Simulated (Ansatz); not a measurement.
in.yaml

```yaml
crystal:
  periodic: [false, false, false]
  atoms:
    - {symbol: B, position_ang: [0.000000, 0.000000, 2.532000]}
    - {symbol: B, position_ang: [0.000000, 0.000000, -2.532000]}
    - {symbol: H, position_ang: [0.000000, 0.000000, 3.707734]}
    - {symbol: H, position_ang: [0.000000, 0.000000, -3.707734]}
basis:
  gaussian: {orbitals: 6-31G, fitting: {mean_field: def2-universal-jkfit}}
magnetization: {spin_polarized: false}
correlation: {method: ccsd_t, electrons: all}
output: {forces: true}
```

```sh
$ ansatz run in.yaml --threads 1 --pin off --events-out ev --progress --plain --max-ram 2393MiB
```

Question: Roughly how long does this take on 1 thread of Intel Xeon Platinum 8375C, shared host, and how much host memory?

Answer: 0.27 s wall and 0.08 GiB.

```
186 factors; integrals over basis functions are off by at most 4.8e-2 eV
mean field evaluation 1: about -1365.8742 eV, gradient 9.2e0 eV
mean field evaluation 2: about -1366.3260 eV, gradient 2.6e0 eV
mean field evaluation 4: about -1366.3694 eV, gradient 5.6e-2 eV
mean field evaluation 8: about -1366.3261 eV, gradient 2.6e0 eV
mean field -1366.36941907 eV, -50.2131499923 hartree, gradient 7.1e-7 eV, S^2 0.000000; 0 other end points of the search recorded, 0 dependent functions left out; unrestricted orbitals would lower it
mean field evaluation 16: about -1366.7928 eV, gradient 1.0e-1 eV
reference -1366.36941907 eV, -50.2131499923 hartree; 6, 6 occupied and 16, 16 virtual orbitals, 186 factors
second order -2.09439848 eV of doubles, -0.00000000 eV of singles
cycle   1  -2.78050199 eV  change   -6.9e-1 eV  update   9.5e-2
cycle   2  -3.35119381 eV  change   -5.7e-1 eV  update   5.2e-2
cycle   3  -3.36129963 eV  change   -1.0e-2 eV  update   1.2e-2
cycle   4  -3.37421485 eV  change   -1.3e-2 eV  update   3.8e-3
cycle   5  -3.36748638 eV  change    6.7e-3 eV  update   1.2e-3
cycle   6  -3.36850332 eV  change   -1.0e-3 eV  update   3.6e-4
cycle   7  -3.36894828 eV  change   -4.4e-4 eV  update   1.6e-4
cycle   8  -3.36870551 eV  change    2.4e-4 eV  update   3.9e-5
cycle   9  -3.36868308 eV  change    2.2e-5 eV  update   8.5e-6
cycle  10  -3.36869764 eV  change   -1.5e-5 eV  update   3.6e-6
perturbative correction -0.04241489 eV, -0.0015587184 hartree
the calculation of the forces begins
Total energy: -1369.78053160 eV, -50.3385060658 hartree
Atom 0 at     0.000000     0.000000     2.532000 Å, force     0.000000     0.000000    -1.928001 eV/Å
Atom 1 at     0.000000     0.000000    -2.532000 Å, force     0.000000    -0.000000     1.928001 eV/Å
Atom 2 at     0.000000     0.000000     3.707734 Å, force    -0.000000    -0.000000     1.940721 eV/Å
Atom 3 at     0.000000     0.000000    -3.707734 Å, force    -0.000000     0.000000    -1.940721 eV/Å
Dipole moment:     0.000000     0.000000     0.000000 e Å
```

Forces (eV/Å):
```
B    0.000  0.000 -1.928
B    0.000  0.000  1.928
H    0.000  0.000  1.941
H    0.000  0.000 -1.941
```
